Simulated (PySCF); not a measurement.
These are TPSSh-D3(BJ)/def2-TZVP // PBE-D3(BJ)/def2-SVP run with PySCF values and carry that method's errors. Isolated molecules, 0 K electronic values unless said otherwise. 

Reference species (SMILES): `C[N]C` (neutral, multiplicity 2).

- dipole moment: 1.70 D

Changed species: `C[O]` (free radical OCH3; the reference has free radical N(CH3)2).

### Question
Give the shifts of the dipole moment.

### Answer
the dipole moment rises by 0.32 D, to 2.02 D.
